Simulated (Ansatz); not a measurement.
Energy needed to pull apart CHBCl (SMILES [B]=CCl), doublet, into free ground-state atoms, from the structure below (displaced at random from a GFN2-xTB minimum); no zero-point or spin–orbit terms; open-shell atoms are treated unrestricted, in their ground-state multiplicity.

B1  (-1.305, -0.046, 0.385)
C2  (-0.065, -0.016, 0.093)
Cl3  (1.432, -0.617, 0.602)
H4  (0.128, 0.556, -0.815)
(Å)

Computed with Ansatz 0.2.0 (basis: def2-TZVPP); correlated methods freeze the cores; orbitals are unrestricted.

```
    method  atomization energy (eV)
    PBE-D4                    12.64
 r2SCAN-D4                        ?
   PBE0-D4                    12.27
r2SCAN0-D4                    11.95
   wB97X-V                    11.78
   wB97M-V                    11.92
        HF                     8.20
       MP2                    11.79
      CCSD                        ?
   CCSD(T)                    11.23
```

**Question.** What does r2SCAN-D4 give? (An estimate is asked for; the value comes from the calculation.)

**Answer.** The calculation gives: 12.27 eV, which is about 1.04 eV more than CCSD(T)/def2-TZVPP.

**Question.** What does CCSD give? (To be estimated.)

**Answer.** By the calculation: 10.93 eV, which is about 0.30 eV less than CCSD(T)/def2-TZVPP.

In triple zeta the MP2 and coupled-cluster atomization energies are still short of their basis limit by a few kcal/mol a bond, whereas those of the functionals are nearly converged, so these differences are not deviations from converged CCSD(T).

T1 diagnostic: at most 0.025. ⟨S²⟩ of the unrestricted Hartree–Fock references: 0.83 (a pure state has 0.75). The unrestricted reference is spin-contaminated, which hurts MP2 most.

For scale, one of the runs: CCSD(T)/def2-TZVPP forces, 118 basis functions (an equivalent command: `ansatz run in.yaml --threads 4`). Hardware: 4 CPU threads, shared host. Wall time 52 s; peak host memory 1.7 GiB.
